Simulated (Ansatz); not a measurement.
Basis-set extrapolation for C4H10O, SMILES `CC(C)CO` (PBE0-D4/def2-TZVP geometry, frozen core, Ansatz). Multiplicity 1, RHF reference.

|  | def2-TZVPP | def2-QZVPP |
| --- | --- | --- |
| HF | -232.245907 | -232.257031 |
| MP2 correlation | -0.950680 | -1.014469 |
| CCSD(T) correlation | -1.036858 | not run |

Energies in hartree. Use E(X) = E(∞) + A·exp(−7.88·√X) for Hartree–Fock and E(X) = E(∞) + B·X^(−2.97) for correlation, with X = 3 and 4, and add CCSD(T) minus MP2 of the smaller set to the MP2 limit.

What is the CCSD(T) energy at the basis-set limit?

HF limit: -232.257031 + (-0.011124) × 0.13774 = -232.25856. MP2 limit: -1.014469 + (-0.063789) × 0.74074 = -1.06172. Higher-order term: -1.036858 − (-0.950680) = -0.08618. Total: -233.40646 hartree, 77.6 kcal/mol below CCSD(T)/def2-TZVPP.
